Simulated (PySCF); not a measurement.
Bonds broken one at a time in the series B OH-I. All species are isolated molecules in the gas phase. One relaxed conformer stands for each flexible species; it need not be the lowest. Strings in code marks are SMILES.

A: radical fragment (`[OH]`)
B: radical fragment (`[I]`)
C: radical fragment (`I[B]I`)
D: radical fragment (`O[B]O` (H–O–B–O torsion 0°, O–B–O–H torsion 180°))
E: radical fragment (`O[B]I` (H–O–B–I torsion 0°))

Question: Put the candidates in order of highest occupied spin orbital, lowest first, for CAM-B3LYP-D3(BJ)/def2-TZVP (PySCF 2.14.0).

Answer: A (-10.72 eV), B (-9.17 eV), E (-7.34 eV), D (-7.28 eV), C (-7.19 eV)
